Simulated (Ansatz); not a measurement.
Relaxation of BClH2 (4 atoms, charge 0, multiplicity 1), to a largest force component of 0.03 eV/Å in at most 50 steps.

Theory: Ansatz 0.2.0, RKS PBE0-D4/def2-SVPD.

```xyz
4
Properties=species:S:1:pos:R:3:forces:R:3
B 0.343 0.000 0.040 0.21 0.00 1.44
Cl 0.738 0.000 1.808 -0.31 0.00 -1.29
H 1.274 0.000 -0.706 0.06 0.00 -0.13
H -0.820 0.000 -0.255 0.04 0.00 -0.02
```

Problem. Where does it end, and by what steps?

Solution. The run converged. After 3 steps the energy has fallen by 0.050 eV; Cl2 moved furthest, 0.04 Å.

```tsv
step	energy less start (eV)	largest force component (eV/Å)	accepted
0	0.0000	1.436	yes
1	-0.0345	0.865	yes
2	-0.0500	0.111	yes
3	-0.0503	0.017	yes
```

```xyz
4
Properties=species:S:1:pos:R:3
B 0.351 0.000 0.070
Cl 0.725 0.000 1.773
H 1.266 0.000 -0.706
H -0.807 0.000 -0.249
```

Whether the end is a true minimum wasn't checked by a vibrational analysis.

Run time: 5.6 s on 1 thread of Arm Neoverse V1, on a shared host, peak memory 0.11 GiB.
